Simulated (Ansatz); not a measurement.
# Zirconium, hcp: convergence with cold smearing

Computed with Ansatz, r²SCAN, scalar-relativistic PAW, on the relaxed cell (a = 3.245 Å, c = 5.157 Å (c/a = 1.590); spin not included). Errors count from a run at 500 eV on a Γ-centred 18×18×10 mesh with Fermi-Dirac smearing of 0.1 eV, extrapolated to zero width. Fixed here: cutoff 500 eV, mesh 11×11×6. The SCF starts from atomic densities corrected by a trained network.

| width (eV) | E(σ→0) error (meV/atom) | F error (meV/atom) | P (GPa) | SCF iterations |
| --- | --- | --- | --- | --- |
| 0.01 | -0.5 | -0.5 | -0.21 | 6 |
| 0.03 | -0.4 | -0.4 | -0.19 | 6 |
| 0.1 | -0.2 | -0.1 | -0.17 | 6 |
| 0.2 | 0.4 | -0.8 | -0.08 | 6 |
| 0.3 | -1.9 | -2.3 | -0.07 | 6 |
| 0.6 | 0.1 | 11.5 | -0.27 | 6 |
| 1.0 | 22.6 | 23.6 | -0.07 | 6 |
